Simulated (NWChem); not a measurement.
System: dimethyl sulfide (C2H6S); SMILES CSC

NWChem input:

```
start job
memory heap 200 mb stack 900 mb global 1100 mb
geometry units angstroms noautoz
  C     -1.379092     0.000000    -0.510968
  S      0.000000     0.000000     0.650724
  C      1.379092     0.000000    -0.510968
  H     -1.374213    -0.899006    -1.146955
  H     -2.302295     0.000000     0.085551
  H     -1.374213     0.899006    -1.146955
  H      1.374213    -0.899006    -1.146955
  H      2.302295     0.000000     0.085551
  H      1.374213     0.899006    -1.146955
end
basis spherical
  * library 6-31g*
end
dft
  xc xpbe96 cpbe96
  iterations 150
end
tddft
  cis
  nroots 6
  notriplet
end
task tddft energy
```

Geometry: optimised at PBE0/def2-SVP.

Vertical excitations in the gas phase.

Problem. Give the results of this calculation. (PBE/6-31G* (spherical d), TDA.) Quantities: basis functions; lowest excitation, singlet (eV); oscillator strength of that lowest state; orbital gap (eV).

Solution. 
```yaml
number_of_basis_functions: 58
lowest excitation, singlet (eV): 5.63
oscillator_strength_of_that_lowest_state: 0.000
orbital gap (eV): 5.38
```
